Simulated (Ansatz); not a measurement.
# Two structures, one formula

Two relaxed structures of C$_{2}$H$_{6}$Al (charge -1), singlet (PBE0-D4/def2-TZVPD; forces vanish, vibrations not checked).

A:

C1  (-0.230, 1.060, -0.813)
C2  (0.025, -0.375, -0.439)
Al3  (0.271, -1.114, 1.229)
H4  (-1.188, 1.217, -1.343)
H5  (0.542, 1.491, -1.477)
H6  (-0.264, 1.709, 0.072)
H7  (0.063, -1.040, -1.310)
H8  (0.541, -2.702, 1.471)
H9  (0.240, -0.246, 2.610)
(Å)

B:

C1  (-0.140, 0.966, -0.713)
C2  (0.230, -0.494, -0.475)
Al3  (-0.355, -1.356, 1.303)
H4  (-1.229, 1.099, -0.750)
H5  (0.256, 1.392, -1.651)
H6  (0.217, 1.590, 0.113)
H7  (-0.091, -1.114, -1.323)
H8  (1.331, -0.597, -0.442)
H9  (-0.071, 0.041, 2.237)
(Å)

Program: Ansatz 0.2.0. Basis: def2-TZVPPD. Cores are frozen in the correlated methods. B3LYP uses VWN-RPA correlation.

Q: Which structure is lower at CCSD(T), and by how much? (An estimate is asked for; the value comes from the calculation.)

A: Computed: B, by 11.6 kJ/mol (electronic energy, against the other). By their contacts, A is C₂H₆Al ([CH3][CH][AlH2]), total charge -1 and B is C₂H₆Al ([CH3][CH2][AlH]), total charge -1.

Q: Do the other methods give the same order? (Judge from chemistry; the calculation decides.)

A: The calculation gives: Not all: MP2 gives the other order.

```csv
method,E(B) − E(A) (kJ/mol)
PBE-D4,-9.5
r2SCAN-D4,-0.7
PBE0-D4,-16.8
B3LYP-D4,-9.1
wB97M-V,-13.4
HF,-29.7
MP2,0.3
CCSD,-17.7
CCSD(T),-11.6
```

T1 diagnostic: at most 0.014. The restricted Hartree–Fock reference is unstable towards an unrestricted one at one or more of these structures.

Labels in which every atom is bracketed show which atoms are joined, not bond orders.

For scale, one of the runs: CCSD(T)/def2-TZVPPD, 224 basis functions, launched by `ansatz run in.yaml --threads 2 --pin off --events-out ev --progress --plain --max-ram 4352MiB`. Time: 66 s of wall clock on 2 CPU threads of an Arm Neoverse V2; the host was shared. Peak host memory: 3.5 GiB.
